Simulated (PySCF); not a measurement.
**AlOCl, singlet: computed properties**

Level of theory: PySCF, PBE0, basis Al def2-TZVP, O def2-TZVP, Cl def2-TZVP (no relativity, density fitting).

The structure is a minimum.

Z-matrix (Å, degrees; charge 0 multiplicity 1):
```
Al
O  1 1.5923
Cl 1 2.0588 2 180.00
```

- Point group: C∞v
- Bond lengths: Al–Cl 2.059 Å, Al–O 1.592 Å
- Bond angles: Cl–Al–O 180.0°
- Principal polarisabilities: 33.4, 33.4, 53.2 bohr³
- Highest occupied level: -7.90 eV
- Entropy at 298.15 K and 1 bar: 257.2 J/(mol K)
- Principal quadrupole moments (Buckingham, traceless) about the centre of mass: -15.64, 7.82, 7.82 D Å
- Rotational constants: 0.1047 cm⁻¹
- Dipole moment: 3.99 D
- Zero-point energy: 11.9 kJ/mol
- Lowest empty level: -2.60 eV
- Heat capacity Cp at 298.15 K: 51.1 J/(mol K)
- Atomisation energy without zero-point energy: 907 kJ/mol
- Rotational symmetry number: 1
- Enthalpy at 298.15 K above 0 K: 12.45 kJ/mol

Harmonic modes (masses in u: Al 26.982, O 15.995, Cl 34.969):
| symmetry | ω (cm⁻¹) | IR (km/mol, summed over degenerate members) | μ (u) | type |
| --- | --- | --- | --- | --- |
| π | 180 | 145 | 22.50 | bend |
| σ+ | 495 | 27.4 | 25.69 | stretch |
| σ+ | 1137 | 95.1 | 19.70 | stretch |

In C∞v the vibrations span π + 2σ+.

Charges (e):
```tsv
atom	Mulliken	Löwdin	polar tensor	Mayer order to Al1
Al1	0.62	-0.11	1.17	–
O2	-0.49	-0.26	-0.72	2.24
Cl3	-0.13	0.37	-0.44	1.32
```

Mulliken populations on Al1: s 4.73, p 7.16, d 0.39, f 0.10.

Outer orbital energies (eV). occupied: -24.39, -24.06, -12.86, -10.86, -10.86, -9.03, -7.90, -7.90; empty: -2.60, -0.70, -0.70, 2.21.

Counting electrons, aluminium keeps none of its valence electrons outside its bonds, so the VSEPR class is AX2 and the expected shape is linear; with unlike ligands the computed point group is C∞v.

Other isomers or separated fragments may lie lower.

The final relaxation and frequency run took 25 s on 2 threads of a shared Arm Neoverse N1 host, with 105 basis functions and 8 gradients; the process peaked at 0.93 GiB.
